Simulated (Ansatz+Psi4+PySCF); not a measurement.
Two shapes of doublet CHO2.

Shape 1:

```xyz
4

C    -0.0004    0.0027   -0.0096
O     1.0470    0.0020    0.6651
O    -1.0514    0.0093    0.6738
H    -0.0023    0.0074   -1.1064
```

Shape 2:

```xyz
4

C     0.0000    0.0000    0.0000
O    -0.4840   -0.1044   -1.1477
O    -0.4953    0.9082    0.7016
H     0.8020   -0.6583    0.3653
```

Basis set: cc-pVTZ (spherical functions). Left uncorrelated: 3 orbitals. Correlation on ROHF uses semicanonical orbitals with singles. Charge 0, multiplicity 2.

Computed with Ansatz (development build ahead of 0.2.0); each method stands on the lowest determinant of its kind that the runs found.

**Question.** Which shape is lower in energy, and by how much in each method?

**Answer.**

| method | E(2) − E(1) (eV) |
| --- | --- |
| ROHF | 0.012 |
| UHF | -0.022 |
| ROHF-MP2 | 0.006 |

The methods disagree on the order. Caution: the determinant may break the point group. Caution for UHF: the unrestricted determinant is spin contaminated. Caution for ROHF-MP2: large amplitudes, a single reference is doubtful.
